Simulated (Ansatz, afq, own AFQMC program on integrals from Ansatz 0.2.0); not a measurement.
AFQMC on a folder of integrals that Ansatz 0.2.0 wrote.

```yaml
crystal:
  periodic: [false, false, false]
  atoms:
    - {symbol: Ge, position_ang: [0.012295, -0.020666, -0.026384]}
    - {symbol: H, position_ang: [1.477267, -0.003774, 0.444919]}
    - {symbol: H, position_ang: [-1.656458, 2.791581, 1.015324]}
    - {symbol: H, position_ang: [-0.706889, -1.298442, 0.441183]}
basis:
  gaussian: {orbitals: 6-31G}
magnetization: {spin_polarized: false, initial_magnetization: 1}
correlation: {method: ccsd_t, electrons: outside_noble_gas, hamiltonian_folder: ham}
```

```sh
$ ansatz run in.yaml --threads 1 --pin off --events-out ev --progress --plain --max-ram 16896MiB --backend cuda --devices 0, --max-vram 18GiB
```

Options of the walk:

```
--method phaseless --trial cisd --walkers 4000 --populations 20 --least-time 60 --time-step 0.005 --steps-per-block 50 --equilibration-blocks 40 --max-blocks 4000 --target-error 0.00032 --factor-cut 1e-05 --start spin_pure --seed 551 --release-times 0.24,0.51,0.99,1.62,2.4 --release-step 0.03 --release-every 3 --taylor-order 6
```

Times are imaginary, in 1/Eh. The walk had a cap of 122 s. With eight or more populations the least sampling time is a fifth of least-time, and the error comes from their spread. Filled inner d shells are frozen with the cores.

Log:

```
orbitals 21  electrons 4 3  factors 157 of 349
reference energy -2076.61369613 Eh
CCSD correlation -0.06430753 Eh in 19 cycles, weight of the determinant in the CISD state 0.9130
energy of the start -2076.678005 Eh
 block  time / (1/Eh)  mean weight  energy / Eh
     1     0.250  0.9999  -2076.677723
     2     0.500  0.9999  -2076.677744
     3     0.750  1.0001  -2076.677849
     4     1.000  0.9997  -2076.677969
     5     1.250  1.0000  -2076.678062
    10     2.500  0.9999  -2076.678513
    17     4.250  1.0000  -2076.678695
    19     4.750  1.0001  -2076.678781
    29     7.250  0.9999  -2076.678840
    39     9.750  1.0000  -2076.678862
    49    12.250  1.0000  -2076.678846
    59    14.750  1.0000  -2076.678901
    69    17.250  1.0000  -2076.678749
    79    19.750  0.9999  -2076.679055
    81    20.250  1.0000  -2076.679075
    89    22.250  1.0000  -2076.678943
error from the spread of 20 populations
released: time / (1/Eh)  energy / Eh  error  mean overlap
  0.24  -2076.678927  0.000037  0.9997
  0.51  -2076.678936  0.000028  0.9992
  0.99  -2076.678972  0.000029  0.9991
  1.62  -2076.678970  0.000020  1.0024
  2.40  -2076.678968  0.000017  1.0044
energy -2076.678911 +/- 0.000039 Eh
(rows thinned)
```

The run passed its tests (sampling time, drift between the halves within three errors, error under three times the target), which doesn't prove that it has relaxed.

Against this walk (error 1.1 meV) on the same determinant: CCSD(T) 4.3 meV higher, full CI 10.3 meV lower. The error is statistical and leaves out the bias of the constraint. Released to 2.40 1/Eh the energy moves by -1.5 ± 1.2 meV (both errors), within twice the noise. Full CI is exact here, so the walk's 10 meV above it is the walk's own error: the bias of the constraint with this trial.

Cautions: constraint bias not in the error; no relativity below Rb; no spin-orbit coupling; inner d shell frozen; a spin-contaminated unrestricted determinant lies lower (UHF 146 meV lower, ⟨S²⟩ 1.19).

The walk took 24 s on 1 × NVIDIA H100 80GB HBM3 with 2 threads of AMD EPYC 7R13 Processor (Zen 3) (shared host) (the card was shared). The log's last line is the phaseless energy.

A walk keeps the symmetry of its determinant, which the program's search chose and which needn't be the lowest solution, so a lower state of the same spin and another symmetry isn't excluded.
